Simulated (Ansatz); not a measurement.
hcp Zn

All values below come from r²SCAN (PAW; Ansatz, a quantum-chemistry and plane-wave program).

Settings: plane-wave cutoff 500 eV, 12×12×1 k mesh (along the axes of the cell as run), Fermi–Dirac smearing 0.1 eV, scalar-relativistic PAW data made under PBE.

Cell: relaxed at this level.

```
Quantity                               Result
----------------------------------  ---------
surface energy of the (11-20) face  1.18 J/m²
work function of the (11-20) face     4.11 eV
```

The slab of 20 atoms is relaxed and unreconstructed.

The computed numbers hold no vibrational or temperature effects.
